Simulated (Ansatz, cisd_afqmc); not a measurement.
System: C$_{2}$H$_{5}$Cl, charge 0, singlet. C2H5Cl (SMILES C(Cl)C).
B3LYP-D3(BJ)/def2-TZVP minimum from Ansatz (a program for electronic structure):
```
C
H 1 1.0874
H 1 1.0874 2 109.04
C 1 1.5122 2 112.08 3 -124.70
H 4 1.0899 1 111.03 2 -58.14
H 4 1.0899 5 108.44 1 122.25
H 4 1.0932 5 108.41 6 117.50
Cl 1 1.8106 2 105.94 3 113.62
```

Total energies in cc-pV(D+d)Z, 20 correlated electrons, 7 frozen orbitals. Open shells are spin-unrestricted; no spin-orbit coupling. Correlated methods leave the cores frozen. No relativity. The Monte Carlo rows (phaseless AFQMC, CISD trial, step 0.005/hartree) carry one-sigma bars that omit the constraint's bias. Outlying blocks are dropped, and bars are widened where a walk drifts. Over all cases where full CI ran beside it in this data, AFQMC minus full CI had a median of +0.1 mEh and passed +0.4 mEh in a tenth of the cases.

```tsv
method	program	energy (Eh)	minus CCSDT(Q) (mEh)
HF	Ansatz	-538.16061	488.87
MP2	Ansatz	-538.59146	58.01
CCSD	Ansatz	-538.63534	14.14
CCSD(T)	Ansatz	-538.64789	1.59
CCSDT(Q)	Ansatz	-538.64948	0.00
AFQMC/CISD	cisd_afqmc	-538.6493 ± 0.0004	0.1 ± 0.4
```

Rough core times of Ansatz's runs on a shared machine: CCSD(T) under 20 s, CCSDT(Q) 6 min.
